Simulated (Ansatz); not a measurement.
`C#[C][Na]` + H–F → `[F][Na]` + `C#C` at 500 K and 1 bar (ligand exchange at the Na–C bond).

Computed with Ansatz on PBE0-D4/def2-TZVP structures; ΔE is electronic, products minus reactants. CBS: MP2 limit from def2 TZ/QZ plus the TZ coupled-cluster correction, frozen cores. This one scheme is used for every species. For Na outer-core shells are correlated without core-valence functions, which leaves a few kJ/mol of doubt a bond.

```csv
species,CCSD(T)/CBS energy (Eh),H − E (kJ/mol),S (J/(mol·K))
`C#[C][Na]`,-238.72285,71.1,289.5
H–F,-100.39570,39.4,188.7
`[F][Na]`,-261.92403,19.5,235.5
`C#C`,-77.22717,90.7,225.3
```

H − E and S are ideal-gas, rigid-rotor, harmonic terms from PBE0-D4/def2-TZVP. 1 Eh = 2625.50 kJ/mol, R = 8.31446 J/(mol·K).

Task: By hand: ΔE, ΔH, ΔS and ΔG.

Result: ΔE = (-261.92403) + (-77.22717) − (-238.72285) − (-100.39570) = -0.03265 Eh = -85.7 kJ/mol. Δ(H − E) = 19.5 + 90.7 − 71.1 − 39.4 = -0.3, so ΔH = -86.0 kJ/mol. ΔS = 235.5 + 225.3 − 289.5 − 188.7 = -17.4 J/(mol·K). ΔG = -86.0 − 500 × (-17.4)/1000 = -77.3 kJ/mol.

Task: By hand: the equilibrium constant, and the temperature at which ΔG would vanish if ΔH and ΔS stayed fixed.

Result: log₁₀ K = −ΔG/(RT ln 10) = 8.1. ΔG = 0 at ΔH/ΔS = 4943 K, far beyond where these terms or the molecules hold.

ΔH outweighs TΔS. A doubt of 5 kJ/mol in ΔE shifts log₁₀ K by 0.5 here. These are equilibria of isolated gas molecules and say nothing of rates. Largest T1 diagnostic: 0.013 (customary marks: 0.02 for closed shells, 0.045 for open ones).
